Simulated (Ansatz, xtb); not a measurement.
## Ranking isomers of C2H7P+

3 gas-phase structures of C2H7P+, found in a search over its isomers (lower ones may exist). Each was relaxed with GFN2-xTB:

A. the doublet with the links of `[CH2]C[PH3+]`
B. the doublet with the links of `[CH2][PH2+]C`
C. the doublet with the links of `C[CH][PH3+]`

Q: Estimate their order in r2SCAN-D4/def2-SVP//GFN2-xTB energy at these geometries, lowest first.

A: Calculated order at r2SCAN-D4/def2-SVP//GFN2-xTB: B (0.0), C (31.1), A (48.7) kJ/mol.

Energies above the lowest of each column, in kJ/mol; the last columns are at r2SCAN-D4/def2-SVP geometries:

```json
{"structure": "B", "GFN2-xTB": "8.6", "HF/STO-3G": "0.0", "r2SCAN-D4/def2-SVP//GFN2-xTB": "0.0", "r2SCAN-D4/def2-SVP": "0.0", "CCSD(T)/def2-SVP + ΔMP2/def2-TZVPP": "0.0"}
{"structure": "C", "GFN2-xTB": "0.0", "HF/STO-3G": "46.2", "r2SCAN-D4/def2-SVP//GFN2-xTB": "31.1", "r2SCAN-D4/def2-SVP": "30.2", "CCSD(T)/def2-SVP + ΔMP2/def2-TZVPP": "41.3"}
{"structure": "A", "GFN2-xTB": "52.4", "HF/STO-3G": "46.0", "r2SCAN-D4/def2-SVP//GFN2-xTB": "48.7", "r2SCAN-D4/def2-SVP": "45.4", "CCSD(T)/def2-SVP + ΔMP2/def2-TZVPP": "53.5"}
```

CCSD(T)/def2-SVP + ΔMP2/def2-TZVPP puts B lowest; GFN2-xTB picks C. Flexible structures stand in one conformer each, not always the lowest. The ΔMP2 step shifts differences by up to 14.5 kJ/mol, which makes them less sure. Open shells are spin-unrestricted. ΔMP2 is the change of the MP2 energy from the smaller to the larger basis.

Programs: Ansatz 0.2.0, xtb 6.7.1.
